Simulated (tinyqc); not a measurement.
MP2 on RHF in the sto-6g basis, frozen core, for H3O+, spin multiplicity 1, step by step (part 2 of 2). Computed by tinyqc, a small Python program that keeps every step (integrals from PySCF). Command: `OMP_NUM_THREADS=1 python tinyqc.py 29189 29190 out.jsonl` (the two numbers bound the seeds that draw the settings). One thread of a shared host (Intel(R) Xeon(R) Processor @ 2.60GHz), about 0.2 s of CPU time with the checks.

Geometry (angstrom):
```
atom,x,y,z
O,0.000000,0.000000,0.373000
H,0.842000,0.000000,0.000000
H,-0.421000,0.730000,0.000000
H,-0.421000,-0.730000,0.000000
```

## Iteration 1: diagonalisation and new density

Fock matrix F (hartree):
```
,1O 1s,1O 2s,1O 2px,1O 2py,1O 2pz,2H 1s,3H 1s,4H 1s
1O 1s,-19.553294,-4.808710,-0.000029,0.000000,0.018041,-1.260871,-1.259039,-1.259039
1O 2s,-4.808710,-2.320263,-0.000336,0.000000,0.245135,-1.031076,-1.029927,-1.029927
1O 2px,-0.000029,-0.000336,-0.426034,0.000000,0.000146,-0.390798,0.194984,0.194984
1O 2py,0.000000,0.000000,0.000000,-0.426090,0.000000,0.000000,-0.338337,0.338337
1O 2pz,0.018041,0.245135,0.000146,0.000000,-0.320004,0.258184,0.257850,0.257850
2H 1s,-1.260871,-1.031076,-0.390798,0.000000,0.258184,-0.639605,-0.436361,-0.436361
3H 1s,-1.259039,-1.029927,0.194984,-0.338337,0.257850,-0.436361,-0.638694,-0.435642
4H 1s,-1.259039,-1.029927,0.194984,0.338337,0.257850,-0.436361,-0.435642,-0.638694
```

X:
```
,1O 1s,1O 2s,1O 2px,1O 2py,1O 2pz,2H 1s,3H 1s,4H 1s
1O 1s,1.023743,-0.148189,-0.000013,0.000000,0.009155,0.018685,0.018676,0.018676
1O 2s,-0.148189,1.374926,0.000257,0.000000,-0.113895,-0.294630,-0.294140,-0.294140
1O 2px,-0.000013,0.000257,1.126781,0.000000,-0.000096,-0.287786,0.143705,0.143705
1O 2py,0.000000,0.000000,0.000000,1.126760,0.000000,0.000000,-0.249024,0.249024
1O 2pz,0.009155,-0.113895,-0.000096,0.000000,1.036639,0.095098,0.094892,0.094892
2H 1s,0.018685,-0.294630,-0.287786,0.000000,0.095098,1.247759,-0.090952,-0.090952
3H 1s,0.018676,-0.294140,0.143705,-0.249024,0.094892,-0.090952,1.247218,-0.090735
4H 1s,0.018676,-0.294140,0.143705,0.249024,0.094892,-0.090952,-0.090735,1.247218
```

Diagonalise F' = X^T F X, C = X C', fill 5 alpha and 5 beta electrons from the bottom; D = 2 C_occ C_occ^T. Each column has its largest component positive (the first on a tie).

F' = X^T F X (hartree):
```
,1,2,3,4,5,6,7,8
1,-19.213837,-2.473616,0.000009,0.000000,0.012651,-0.238006,-0.237423,-0.237423
2,-2.473616,-1.105407,0.000014,0.000000,0.074167,-0.433836,-0.433198,-0.433198
3,0.000009,0.000014,-0.186329,0.000000,-0.000024,-0.421545,0.210491,0.210491
4,0.000000,0.000000,0.000000,-0.186406,0.000000,0.000000,-0.364813,0.364813
5,0.012651,0.074167,-0.000024,0.000000,-0.251365,0.165167,0.164842,0.164842
6,-0.238006,-0.433836,-0.421545,0.000000,0.165167,-0.071805,-0.106850,-0.106850
7,-0.237423,-0.433198,0.210491,-0.364813,0.164842,-0.106850,-0.072056,-0.106634
8,-0.237423,-0.433198,0.210491,0.364813,0.164842,-0.106850,-0.106634,-0.072056
```

orbital energies (hartree): MO1 -19.559092, MO2 -1.304174, MO3 -0.603536, MO4 -0.603438, MO5 -0.276750, MO6 0.283877, MO7 0.451708, MO8 0.452144

coefficients C:
```
,MO1,MO2,MO3,MO4,MO5,MO6,MO7,MO8
1O 1s,0.995169,-0.221608,0.000000,0.000119,-0.097886,-0.148620,0.000000,0.000400
1O 2s,0.023984,0.811832,0.000000,-0.000605,0.504862,1.127232,0.000000,-0.003475
1O 2px,0.000007,0.000344,0.000000,0.654859,0.000227,-0.002221,0.000000,-0.982300
1O 2py,0.000000,0.000000,0.654783,0.000000,0.000000,0.000000,0.982280,0.000000
1O 2pz,-0.003447,-0.212640,0.000000,-0.000048,0.871706,-0.556442,0.000000,0.001692
2H 1s,-0.004810,0.107726,0.000000,0.463251,-0.132110,-0.665049,0.000000,1.032712
3H 1s,-0.004802,0.107489,0.401171,-0.231735,-0.132179,-0.668602,-0.892263,-0.513559
4H 1s,-0.004802,0.107489,-0.401171,-0.231735,-0.132179,-0.668602,0.892263,-0.513559
```

D after iteration 1:
```
,1O 1s,1O 2s,1O 2px,1O 2py,1O 2pz,2H 1s,3H 1s,4H 1s
1O 1s,2.098105,-0.410919,-0.000028,0.000000,-0.083272,-0.031345,-0.031377,-0.031377
1O 2s,-0.410919,1.829067,-0.000005,0.000000,0.534762,0.040725,0.041112,0.041112
1O 2px,-0.000028,-0.000005,0.857681,0.000000,0.000187,0.606743,-0.303494,-0.303494
1O 2py,0.000000,0.000000,0.000000,0.857480,0.000000,0.000000,0.525359,-0.525359
1O 2pz,-0.083272,0.534762,0.000187,0.000000,1.610199,-0.276147,-0.276100,-0.276100
2H 1s,-0.031345,0.040725,0.606743,0.000000,-0.276147,0.487366,-0.156574,-0.156574
3H 1s,-0.031377,0.041112,-0.303494,0.525359,-0.276100,-0.156574,0.487375,-0.156377
4H 1s,-0.031377,0.041112,-0.303494,-0.525359,-0.276100,-0.156574,-0.156377,0.487375
```

## Iteration 8 (converged): orbitals

converged F (hartree):
```
,1O 1s,1O 2s,1O 2px,1O 2py,1O 2pz,2H 1s,3H 1s,4H 1s
1O 1s,-21.164282,-5.114846,-0.000023,0.000000,0.025708,-1.340453,-1.338505,-1.338505
1O 2s,-5.114846,-2.952807,-0.000280,0.000000,0.170402,-1.335168,-1.333815,-1.333815
1O 2px,-0.000023,-0.000280,-0.979167,0.000000,0.000139,-0.642106,0.320601,0.320601
1O 2py,0.000000,0.000000,0.000000,-0.979134,0.000000,0.000000,-0.556011,0.556011
1O 2pz,0.025708,0.170402,0.000139,0.000000,-0.981842,0.348340,0.347943,0.347943
2H 1s,-1.340453,-1.335168,-0.642106,0.000000,0.348340,-1.010512,-0.557493,-0.557493
3H 1s,-1.338505,-1.333815,0.320601,-0.556011,0.347943,-0.557493,-1.009394,-0.556561
4H 1s,-1.338505,-1.333815,0.320601,0.556011,0.347943,-0.557493,-0.556561,-1.009394
```

As before.

F' = X^T F X (hartree):
```
,1,2,3,4,5,6,7,8
1,-20.827569,-2.522245,0.000013,0.000000,0.030152,-0.246561,-0.245944,-0.245944
2,-2.522245,-1.620703,0.000098,0.000000,-0.043783,-0.536621,-0.535955,-0.535955
3,0.000013,0.000098,-0.675244,0.000000,-0.000042,-0.556318,0.277907,0.277907
4,0.000000,0.000000,0.000000,-0.675215,0.000000,0.000000,-0.481564,0.481564
5,0.030152,-0.043783,-0.000042,0.000000,-0.896546,0.204909,0.204597,0.204597
6,-0.246561,-0.536621,-0.556318,0.000000,0.204909,-0.302335,-0.111654,-0.111654
7,-0.245944,-0.535955,0.277907,-0.481564,0.204597,-0.111654,-0.302474,-0.111424
8,-0.245944,-0.535955,0.277907,0.481564,0.204597,-0.111654,-0.111424,-0.302474
```

orbital energies (hartree): MO1 -21.167568, MO2 -1.878716, MO3 -1.155913, MO4 -1.155901, MO5 -0.972508, MO6 0.148391, MO7 0.289648, MO8 0.290007

coefficients C:
```
,MO1,MO2,MO3,MO4,MO5,MO6,MO7,MO8
1O 1s,0.996506,-0.225678,0.000000,0.000121,-0.073993,-0.147342,0.000000,0.000445
1O 2s,0.017460,0.859577,0.000000,-0.000655,0.387501,1.138353,0.000000,-0.003861
1O 2px,0.000005,0.000283,0.000000,0.717509,0.000413,-0.002325,0.000000,-0.937515
1O 2py,0.000000,0.000000,0.717464,0.000000,0.000000,0.000000,0.937475,0.000000
1O 2pz,-0.003023,-0.168699,0.000000,-0.000319,0.914481,-0.499983,0.000000,0.001703
2H 1s,-0.003467,0.088378,0.000000,0.395127,-0.098067,-0.673290,0.000000,1.060934
3H 1s,-0.003461,0.088210,0.342112,-0.197568,-0.098291,-0.677443,-0.916532,-0.527356
4H 1s,-0.003461,0.088210,-0.342112,-0.197568,-0.098291,-0.677443,0.916532,-0.527356
```

D after iteration 8:
```
,1O 1s,1O 2s,1O 2px,1O 2py,1O 2pz,2H 1s,3H 1s,4H 1s
1O 1s,2.098861,-0.410522,-0.000005,0.000000,-0.065213,-0.032191,-0.032215,-0.032215
1O 2s,-0.410522,1.778669,-0.000132,0.000000,0.418601,0.075295,0.075609,0.075609
1O 2px,-0.000005,-0.000132,1.029639,0.000000,0.000202,0.566984,-0.283545,-0.283545
1O 2py,0.000000,0.000000,0.000000,1.029509,0.000000,0.000000,0.490906,-0.490906
1O 2pz,-0.065213,0.418601,0.000202,0.000000,1.729488,-0.209410,-0.209386,-0.209386
2H 1s,-0.032191,0.075295,0.566984,0.000000,-0.209410,0.347131,-0.121235,-0.121235
3H 1s,-0.032215,0.075609,-0.283545,0.490906,-0.209386,-0.121235,0.347056,-0.121107
4H 1s,-0.032215,0.075609,-0.283545,-0.490906,-0.209386,-0.121235,-0.121107,0.347056
```

Within a degenerate level the vectors are fixed only up to a rotation; this is one choice.

## Convergence

Stop when the energy changes by less than 1e-10 hartree and every element of the error matrix X^T (F D S - S D F) X is below 3e-06.

Course of the cycle:
```
iteration,E (hartree),change,largest element of the error matrix
1,-73.87895163,-,8.19e-01
2,-75.97742053,-2.10e+00,1.80e-01
3,-76.01485605,-3.74e-02,1.78e-02
4,-76.01532610,-4.70e-04,2.60e-03
5,-76.01534316,-1.71e-05,7.01e-04
6,-76.01534445,-1.29e-06,9.51e-05
7,-76.01534448,-3.15e-08,8.24e-07
8,-76.01534448,-9.09e-13,1.97e-08
```

PySCF RHF in the same basis = -76.01534448 hartree

Converged in 8 iterations.

## Populations, bond orders and dipole

overlap S:
```
,1O 1s,1O 2s,1O 2px,1O 2py,1O 2pz,2H 1s,3H 1s,4H 1s
1O 1s,1.000000,0.231145,0.000000,0.000000,0.000000,0.060229,0.060141,0.060141
1O 2s,0.231145,1.000000,0.000000,0.000000,0.000000,0.500835,0.500407,0.500407
1O 2px,0.000000,0.000000,1.000000,0.000000,0.000000,0.370296,-0.184924,-0.184924
1O 2py,0.000000,0.000000,0.000000,1.000000,0.000000,0.000000,0.320651,-0.320651
1O 2pz,0.000000,0.000000,0.000000,0.000000,1.000000,-0.164039,-0.163840,-0.163840
2H 1s,0.060229,0.500835,0.370296,0.000000,-0.164039,1.000000,0.272406,0.272406
3H 1s,0.060141,0.500407,-0.184924,0.320651,-0.163840,0.272406,1.000000,0.271938
4H 1s,0.060141,0.500407,-0.184924,-0.320651,-0.163840,0.272406,0.271938,1.000000
```

Mulliken: Z minus the diagonal of D S on the atom; Loewdin: the same with S^(1/2) D S^(1/2); Mayer order: 2 sum_s sum (D(s) S)_ij (D(s) S)_ji over the two atoms.

Charges (e):
```
atom,Mulliken,Loewdin
1O,-0.316555,0.005226
2H,0.438844,0.331472
3H,0.438856,0.331651
4H,0.438856,0.331651
```

Mayer bond orders:
```
pair,order
2-1,0.789584
3-1,0.789555
3-2,0.008916
4-1,0.789555
4-2,0.008916
4-3,0.008935
```

dipole moment about the origin, x y z (debye): -0.000329  0.000000  -1.067943

## Integrals over molecular orbitals

core Hamiltonian H = T + V (hartree):
```
,1O 1s,1O 2s,1O 2px,1O 2py,1O 2pz,2H 1s,3H 1s,4H 1s
1O 1s,-33.654176,-7.445582,-0.000034,0.000000,0.021530,-1.952975,-1.950120,-1.950120
1O 2s,-7.445582,-9.851963,-0.000319,0.000000,0.236077,-4.212145,-4.207804,-4.207804
1O 2px,-0.000034,-0.000319,-8.197489,0.000000,0.000144,-2.603734,1.299907,1.299907
1O 2py,0.000000,0.000000,0.000000,-8.197542,0.000000,0.000000,-2.254226,2.254226
1O 2pz,0.021530,0.236077,0.000144,0.000000,-8.093585,1.234199,1.232498,1.232498
2H 1s,-1.952975,-4.212145,-2.603734,0.000000,1.234199,-5.596208,-1.887318,-1.887318
3H 1s,-1.950120,-4.207804,1.299907,-2.254226,1.232498,-1.887318,-5.593353,-1.884044
4H 1s,-1.950120,-4.207804,1.299907,2.254226,1.232498,-1.887318,-1.884044,-5.593353
```

Given earlier and not repeated: Two-electron integrals (ij|kl) in chemists' order.

(pq|rs) = sum C_ip C_jq C_kr C_ls (ij|kl), one index at a time.

one-electron integrals over orbitals h = C^T H C (hartree):
```
,1,2,3,4,5,6,7,8
1,-33.640090,0.571718,0.000000,-0.000323,0.184643,0.380093,0.000000,-0.001158
2,0.571718,-8.413909,0.000000,0.000047,-0.158125,-1.541911,0.000000,0.005186
3,0.000000,0.000000,-7.301230,0.000000,0.000000,0.000000,-1.668844,0.000000
4,-0.000323,0.000047,0.000000,-7.301779,0.000394,0.005109,0.000000,1.668202
5,0.184643,-0.158125,0.000000,0.000394,-7.900146,0.609295,0.000000,-0.001009
6,0.380093,-1.541911,0.000000,0.005109,0.609295,-5.360701,0.000000,-0.000434
7,0.000000,0.000000,-1.668844,0.000000,0.000000,0.000000,-5.688797,0.000000
8,-0.001158,0.005186,0.000000,1.668202,-0.001009,-0.000434,0.000000,-5.688912
```

Two-electron integrals over orbitals (pq|rs), unique and non-zero (hartree); the lowest 1 orbital is frozen and left out:
```
p,q,r,s,(pq|rs)
2,2,2,2,0.752464
3,2,3,2,0.142785
3,3,2,2,0.682135
3,3,3,3,0.691132
4,2,2,2,0.000124
4,2,3,3,-0.031659
4,2,4,2,0.142837
4,3,3,2,-0.031697
4,3,4,3,0.041609
4,4,2,2,0.682246
4,4,3,3,0.608021
4,4,4,2,0.031567
4,4,4,4,0.691198
5,2,2,2,-0.034233
5,2,3,3,0.003430
5,2,4,2,0.000021
5,2,4,4,0.003454
5,2,5,2,0.126674
5,3,3,2,0.008887
5,3,4,3,0.003942
5,3,5,3,0.039075
5,4,2,2,-3.24e-07
5,4,3,3,0.003917
5,4,4,2,0.008916
5,4,4,4,-0.003979
5,4,5,2,-0.000060
5,4,5,4,0.039075
5,5,2,2,0.722097
5,5,3,3,0.663925
5,5,4,2,-0.000033
5,5,4,4,0.663982
5,5,5,2,0.087403
5,5,5,4,-0.000093
5,5,5,5,0.881654
6,2,2,2,0.157030
6,2,3,3,0.110550
6,2,4,2,-0.000135
6,2,4,4,0.110645
6,2,5,2,-0.024897
6,2,5,4,-0.000055
6,2,5,5,0.143230
6,2,6,2,0.093702
6,3,3,2,-0.006641
6,3,4,3,0.020391
6,3,5,3,0.007269
6,3,6,3,0.047250
6,4,2,2,-0.000465
6,4,3,3,0.019986
6,4,4,2,-0.006388
6,4,4,4,-0.020751
6,4,5,2,-0.000104
6,4,5,4,0.007221
6,4,5,5,-0.000545
6,4,6,2,-0.000330
6,4,6,4,0.046978
6,5,2,2,-0.072572
6,5,3,3,-0.041824
6,5,4,2,-0.000112
6,5,4,4,-0.041919
6,5,5,2,0.029400
6,5,5,4,-0.000066
6,5,5,5,-0.061108
6,5,6,2,-0.048844
6,5,6,4,0.000150
6,5,6,5,0.034553
6,6,2,2,0.570976
6,6,3,3,0.531739
6,6,4,2,-0.000505
6,6,4,4,0.531330
6,6,5,2,-0.058892
6,6,5,4,0.000087
6,6,5,5,0.516586
6,6,6,2,0.080229
6,6,6,4,0.000076
6,6,6,5,-0.040620
6,6,6,6,0.509370
7,2,3,2,0.040962
7,2,4,3,0.013757
7,2,5,3,0.021808
7,2,6,3,0.036054
7,2,7,2,0.049619
7,3,2,2,0.145236
7,3,3,3,0.118678
7,3,4,2,0.040054
7,3,4,4,0.125428
7,3,5,2,0.042450
7,3,5,4,-0.004930
7,3,5,5,0.183382
7,3,6,2,0.081029
7,3,6,4,-0.021520
7,3,6,5,-0.030329
7,3,6,6,0.044172
7,3,7,3,0.144436
7,4,3,2,0.040055
7,4,4,3,-0.003375
7,4,5,3,-0.004912
7,4,6,3,-0.021386
7,4,7,2,-0.003022
7,4,7,4,0.033004
7,5,3,2,0.045171
7,5,4,3,-0.012203
7,5,5,3,0.024275
7,5,6,3,-0.012555
7,5,7,2,0.011754
7,5,7,4,0.015839
7,5,7,5,0.035847
7,6,3,2,0.096055
7,6,4,3,-0.037111
7,6,5,3,-0.010325
7,6,6,3,-0.039174
7,6,7,2,-0.002578
7,6,7,4,0.047151
7,6,7,5,0.034060
7,6,7,6,0.110076
7,7,2,2,0.595444
7,7,3,3,0.612156
7,7,4,2,-0.033081
7,7,4,4,0.540636
7,7,5,2,-0.001241
7,7,5,4,0.010830
7,7,5,5,0.582982
7,7,6,2,0.074975
7,7,6,4,0.036952
7,7,6,5,-0.023276
7,7,6,6,0.506882
7,7,7,3,0.058893
7,7,7,7,0.592646
8,2,2,2,-0.000543
8,2,3,3,-0.014180
8,2,4,2,-0.040897
8,2,4,4,0.013490
8,2,5,2,0.000024
8,2,5,4,-0.021806
8,2,5,5,-0.000506
8,2,6,2,-0.000179
8,2,6,4,-0.036056
8,2,6,5,0.000165
8,2,6,6,-0.000281
8,2,7,3,0.002752
8,2,7,7,-0.023917
8,2,8,2,0.049625
8,3,3,2,-0.040119
8,3,4,3,0.003340
8,3,5,3,0.004874
8,3,6,3,0.021261
8,3,7,2,0.002893
8,3,7,4,-0.030674
8,3,7,5,-0.015837
8,3,7,6,-0.047095
8,3,8,3,0.032926
8,4,2,2,-0.145093
8,4,3,3,-0.125418
8,4,4,2,0.040213
8,4,4,4,-0.118607
8,4,5,2,-0.042434
8,4,5,4,-0.004852
8,4,5,5,-0.183327
8,4,6,2,-0.081015
8,4,6,4,-0.020976
8,4,6,5,0.030219
8,4,6,6,-0.044665
8,4,7,3,-0.080617
8,4,7,7,-0.093830
8,4,8,2,0.003375
8,4,8,4,0.144558
8,5,2,2,0.000103
8,5,3,3,0.012237
8,5,4,2,-0.045152
8,5,4,4,-0.012059
8,5,5,2,-0.000127
8,5,5,4,-0.024287
8,5,5,5,0.000075
8,5,6,2,0.000145
8,5,6,4,0.012434
8,5,6,5,0.000010
8,5,6,6,0.000284
8,5,7,3,-0.015791
8,5,7,7,0.015480
8,5,8,2,0.011736
8,5,8,4,-0.015941
8,5,8,5,0.035821
8,6,2,2,-0.000084
8,6,3,3,0.036944
8,6,4,2,-0.095870
8,6,4,4,-0.036743
8,6,5,2,0.000130
8,6,5,4,0.010227
8,6,5,5,0.000115
8,6,6,2,-0.000039
8,6,6,4,0.038647
8,6,6,5,0.000168
8,6,6,6,0.000583
8,6,7,3,-0.047001
8,6,7,7,0.057535
8,6,8,2,-0.002500
8,6,8,4,-0.047246
8,6,8,5,0.033929
8,6,8,6,0.109366
8,7,3,2,0.032818
8,7,4,3,-0.035690
8,7,5,3,-0.010843
8,7,6,3,-0.037219
8,7,7,2,-0.023639
8,7,7,4,0.017318
8,7,7,5,0.015374
8,7,7,6,0.057470
8,7,8,3,-0.017231
8,7,8,7,0.048574
8,8,2,2,0.595556
8,8,3,3,0.540441
8,8,4,2,0.033661
8,8,4,4,0.612425
8,8,5,2,-0.001239
8,8,5,4,-0.010906
8,8,5,5,0.583008
8,8,6,2,0.075083
8,8,6,4,-0.037645
8,8,6,5,-0.023394
8,8,6,6,0.506248
8,8,7,3,0.094040
8,8,7,7,0.494631
8,8,8,2,0.023421
8,8,8,4,-0.058470
8,8,8,5,-0.015611
8,8,8,6,-0.058016
8,8,8,8,0.593362
```

## Second-order Moller-Plesset energy

Hartree-Fock energy = -76.01534448 hartree

E2 = sum_ijab (ia|jb) [2 (ia|jb) - (ib|ja)] / (e_i + e_j - e_a - e_b) over occupied i, j and virtual a, b; the opposite-spin part is (ia|jb)^2 / denominator, the rest is same-spin, and SCS-MP2 scales them by 6/5 and 1/3.

Terms (the 40 largest of 74):
```
i,j,a,b,(ia|jb),(ib|ja),denominator,term
4,4,8,8,0.144558,0.144558,-2.891816,-0.007226
3,3,7,7,0.144436,0.144436,-2.891122,-0.007216
3,4,7,8,-0.080617,-0.030674,-2.891469,-0.003640
4,3,8,7,-0.080617,-0.030674,-2.891469,-0.003640
2,3,6,7,0.081029,0.036054,-3.472668,-0.002940
3,2,7,6,0.081029,0.036054,-3.472668,-0.002940
2,4,6,8,-0.081015,-0.036056,-3.473015,-0.002939
4,2,8,6,-0.081015,-0.036056,-3.473015,-0.002939
2,2,6,6,0.093702,0.093702,-4.054214,-0.002166
3,3,6,6,0.047250,0.047250,-2.608608,-0.000856
4,4,6,6,0.046978,0.046978,-2.608584,-0.000846
2,5,6,6,-0.048844,-0.048844,-3.148007,-0.000758
5,2,6,6,-0.048844,-0.048844,-3.148007,-0.000758
3,5,7,6,-0.030329,-0.012555,-2.566461,-0.000568
5,3,6,7,-0.030329,-0.012555,-2.566461,-0.000568
2,2,8,8,0.049625,0.049625,-4.337446,-0.000568
2,2,7,7,0.049619,0.049619,-4.336729,-0.000568
4,5,8,6,0.030219,0.012434,-2.566808,-0.000565
5,4,6,8,0.030219,0.012434,-2.566808,-0.000565
5,5,6,6,0.034553,0.034553,-2.241800,-0.000533
5,5,7,7,0.035847,0.035847,-2.524314,-0.000509
5,5,8,8,0.035821,0.035821,-2.525031,-0.000508
4,4,7,7,0.033004,0.033004,-2.891099,-0.000377
3,3,8,8,0.032926,0.032926,-2.891840,-0.000375
3,4,8,7,-0.030674,-0.080617,-2.891469,0.000204
4,3,7,8,-0.030674,-0.080617,-2.891469,0.000204
4,3,6,7,-0.021520,-0.021386,-2.749853,-0.000169
3,4,7,6,-0.021520,-0.021386,-2.749853,-0.000169
3,4,6,7,-0.021386,-0.021520,-2.749853,-0.000165
4,3,7,6,-0.021386,-0.021520,-2.749853,-0.000165
3,3,6,8,0.021261,0.021261,-2.750224,-0.000164
3,3,8,6,0.021261,0.021261,-2.750224,-0.000164
4,4,6,8,-0.020976,-0.020976,-2.750200,-0.000160
4,4,8,6,-0.020976,-0.020976,-2.750200,-0.000160
5,4,8,8,-0.015941,-0.015941,-2.708424,-0.000094
4,5,8,8,-0.015941,-0.015941,-2.708424,-0.000094
5,3,7,8,-0.015837,-0.015791,-2.708077,-0.000093
3,5,8,7,-0.015837,-0.015791,-2.708077,-0.000093
4,5,7,7,0.015839,0.015839,-2.707706,-0.000093
5,4,7,7,0.015839,0.015839,-2.707706,-0.000093
```

Pair energies (hartree; pair i-j sums ij and ji):
```
pair,opposite spin,same spin
2-2,-0.003301,0
3-2,-0.004539,-0.001165
3-3,-0.008775,0
4-2,-0.004540,-0.001164
4-3,-0.005816,-0.001725
4-4,-0.008769,0
5-2,-0.001677,-2.44e-10
5-3,-0.001209,-0.000246
5-4,-0.001205,-0.000246
5-5,-0.001550,0
```

MP2 correlation energy = -0.04592696 hartree

SCS-MP2 correlation energy = -0.05117169 hartree

MP2 total energy = -76.06127144 hartree
